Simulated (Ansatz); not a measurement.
Relaxed structures of SiH₅S₂ (charge +1), closed shell (PBE0-D4/def2-TZVP; forces vanish, vibrations not checked; lower isomers may exist, and structures with a doubtful reference or unclear bonds are left out; Å). Ansatz 0.2.0; basis: def2-TZVPP; cores frozen in the correlated methods.

(1) Rank them by CCSD(T) energy, lowest first, and give each one's height above the lowest. Links in brackets join atoms within 1.22 times the sum of their covalent radii (1.1 for two metals). (An estimate is asked for; the value comes from the calculation.)
A.
SiH₅S₂ ([SiH3][SH][SH]), total charge +1
```
8
angstrom
Si -0.8520 1.2262 -0.5101
S 0.6254 0.4122 1.0096
S 0.8940 -1.5068 0.3211
H -1.8321 0.1367 -0.6695
H 0.0539 1.4507 -1.6492
H -1.3334 2.4293 0.1945
H 2.2006 -1.5218 0.6530
H -0.2253 0.2092 2.0440
```
B.
SiH₅S₂ ([SH2][Si][SH3]), total charge +1
```
8
angstrom
Si 0.2525 0.3698 1.4258
S -0.7254 0.9921 -0.4633
S 0.9604 -1.5033 0.2774
H -1.8810 0.5636 -1.1251
H -0.2344 1.5159 -1.6639
H -1.2501 2.1519 -0.0164
H 2.2823 -1.5898 0.5438
H 0.6386 -2.5409 1.0811
```
C.
SiH₅S₂ ([SiH3][S][SH2]), total charge +1
```
8
angstrom
Si -0.8505 1.1564 -0.5551
S 0.2417 0.2245 1.1408
S 0.9103 -1.4628 0.1980
H -1.9187 0.2169 -0.9497
H 0.1391 1.4050 -1.6219
H -1.3171 2.3649 0.1525
H 2.2212 -1.4753 0.5471
H 0.5740 -2.4297 1.0883
```

T1 diagnostic: at most 0.018. The restricted Hartree–Fock reference is unstable towards an unrestricted one at one or more of these structures.

Answers

(1) Computed: A (0.00 kcal/mol), C (4.49 kcal/mol), B (86.22 kcal/mol). Heights count from the lowest.

For scale, one of the runs: CCSD(T)/def2-TZVPP, 196 basis functions, launched by `ansatz run in.yaml --threads 2 --pin off --events-out ev --progress --plain --max-ram 4352MiB`. The run took 36 s on 2 CPU threads of an Arm Neoverse V2 (shared host), with 2 GiB of host memory at its peak.
